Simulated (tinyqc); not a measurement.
Orbital energy against energy difference: ionisation energy by orbital energies and by energy differences in the 6-31g basis, for NH3, spin multiplicity 1. Computed by the program tinyqc with PySCF. 

Geometry (angstrom):
```
atom,x,y,z
N,0.0000,0.0000,0.1160
H,0.9620,0.0000,0.0000
H,-0.4810,0.8330,0.0000
H,-0.4810,-0.8330,0.0000
```

CCSD(T) difference in the same basis = 9.1927 eV

IP-EOM-CCSD = 9.0546 eV

The cation is unrestricted; errors are against CCSD(T) in this basis, not against experiment.

First vertical ionisation energy (eV):
```
method,-e(HOMO),E(cation) - E,error of -e(HOMO),error of the difference
HF,10.5155,8.495874,1.3227,-0.6968
LDA,4.5873,10.138953,-4.6054,0.9462
PBE,4.5108,9.848375,-4.6819,0.6557
B3LYP,5.9490,9.901033,-3.2437,0.7083
PBE0,6.2675,9.796963,-2.9253,0.6042
CAM-B3LYP,7.7763,9.906199,-1.4164,0.7135
LC-wPBE,9.3220,9.941657,0.1293,0.7489
```

Koopmans errs by +1.32 eV and Delta-HF by -0.70 eV: relaxation, 2.02 eV, lowers the value and the missing correlation difference works against it. The PBE level is off by -4.7 eV through the wrong tail of its potential, though its energy difference is off by +0.66 eV; exact exchange deepens the level, and among the orbital energies LC-wPBE comes closest; among the differences PBE0 does.
